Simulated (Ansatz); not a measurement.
## Os$_{5}$Rh$_{3}$: can entropy hold this alloy together?

All numbers below come from Ansatz, DFT PBE, scalar-relativistic, plane waves, PAW.

Cutoff 420 eV; k points 6×6×6 on the computed 16-atom cell (Γ-centred); Gaussian smearing, width 0.10 eV; no spin polarisation.

Cells of 16 atoms on a fcc lattice, 6 Rh, 10 Os, each occupation relaxed without symmetry on a coarser mesh and computed once more. α is the first-shell Warren–Cowley parameter of unlike pairs (negative: unlike neighbours in excess, 0: random). ΔH counts from the elements in their standard crystals.

| cell | α | ΔH (meV/atom) | V (Å³/atom) | rms shift from sites (Å) |
| --- | --- | --- | --- | --- |
| 1 | -0.02 | 76 | 14.20 | 0.02 |
| 2 | -0.20 | 91 | 14.18 | 0.01 |
| 3 | -0.02 | 73 | 14.19 | 0.02 |

Problem. Weigh the mixing energy against the ideal entropy.

Solution. Ideal mixing gives S = −k_B Σ x ln x = 0.662 k_B per atom (5.5 J/(mol K)), worth 57 meV/atom at 1000 K. The cell nearest to random, 1, has ΔH = 76 meV/atom. Against the pure elements it breaks even at T = ΔH/S = 1330 K; above that the solution beats the pure elements, but parting into two partly mixed solutions pays up to a higher temperature (2ΔH/k_B, 1.4 times as high, for a regular binary solution at equal shares), and compounds may beat both. ΔH includes the cost of putting the elements on this lattice where they prefer another, and what the coarser relaxation leaves, which can only raise it; vibrational entropy is left out. An error of 8 meV/atom in ΔH, as mesh and relaxation can leave, moves such a temperature by 140 K, and the spread of these cells, 18 meV/atom, by 310 K.

Problem. Does the alloy prefer like or unlike neighbours?

Solution. Across α from -0.20 to -0.02 the energy spans 18 meV/atom, a slope of -92 meV/atom per unit of α. Higher α is lower in energy: like neighbours are favoured, a tendency to cluster, which fits the positive ΔH. With 3 cells this is a hint: farther shells and local relaxation also differ between them.

The final mesh leaves forces up to 0.11 eV/Å and stresses up to 0.4 GPa.

Spin–orbit coupling is left out, which can shift energies with elements as heavy as these.

Cost: 6 runs of about 21 core-minutes in all (earlier runs that led there not counted), on Intel Xeon 6975P-C (Granite Rapids) (shared hosts).